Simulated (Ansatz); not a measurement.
C₈H₁₈, SMILES `CC(C)(C)C(C)(C)C`, relaxed with RKS PBE0-D4/def2-TZVP in the Gaussian-basis code of Ansatz from a GFN2-xTB geometry. The force threshold is 0.005 eV/Å; the program also tests the step.

Charge 0, multiplicity 1.

Start:

```xyz
26

C    -1.353   -0.805    1.168
C    -0.782    0.015    0.003
C    -1.314    1.449    0.143
C    -1.357   -0.566   -1.296
C     0.782   -0.015   -0.003
C     1.315   -1.439    0.209
C     1.363    0.866    1.113
C     1.347    0.496   -1.336
H    -1.191   -1.868    1.019
H    -0.910   -0.514    2.117
H    -2.427   -0.637    1.238
H    -0.870    2.114   -0.593
H    -1.119    1.847    1.134
H    -2.391    1.453   -0.013
H    -1.164    0.089   -2.141
H    -2.436   -0.675   -1.198
H    -0.943   -1.547   -1.514
H     0.865   -2.142   -0.487
H     2.391   -1.452    0.045
H     1.128   -1.784    1.222
H     1.199    1.920    0.908
H     0.927    0.626    2.079
H     2.436    0.702    1.182
H     0.931    1.464   -1.602
H     1.147   -0.203   -2.143
H     2.426    0.610   -1.252
```

| step | energy (eV) | largest force (eV/Å) | largest move (Å) |
| --- | --- | --- | --- |
| 1 | -8583.3642 | 0.377 | 0.000 |
| 2 | -8583.3781 | 0.158 | 0.030 |
| 3 | -8583.3785 | 0.147 | 0.029 |
| 4 | -8583.3819 | 0.012 | 0.012 |
| 5 | -8583.3820 | 0.010 | 0.006 |
| 6 | -8583.3820 | 0.002 | 0.003 |

End:

```xyz
26

C    -1.350   -0.784    1.180
C    -0.785    0.015    0.003
C    -1.311    1.447    0.118
C    -1.355   -0.587   -1.284
C     0.785   -0.015   -0.003
C     1.312   -1.440    0.185
C     1.359    0.845    1.125
C     1.344    0.517   -1.324
H    -1.163   -1.854    1.073
H    -0.933   -0.460    2.136
H    -2.433   -0.644    1.233
H    -0.894    2.104   -0.649
H    -1.091    1.885    1.094
H    -2.397    1.452   -0.005
H    -1.138    0.035   -2.155
H    -2.442   -0.668   -1.202
H    -0.967   -1.590   -1.478
H     0.888   -2.136   -0.543
H     2.397   -1.451    0.053
H     1.100   -1.824    1.184
H     1.171    1.908    0.963
H     0.950    0.574    2.101
H     2.443    0.709    1.177
H     0.955    1.509   -1.567
H     1.121   -0.149   -2.159
H     2.432    0.602   -1.256
```

Run time 9.5 s (6 threads of an AMD EPYC 7R13 on a shared host and a share of an NVIDIA H100 80 GB); peak host memory 1 GiB.
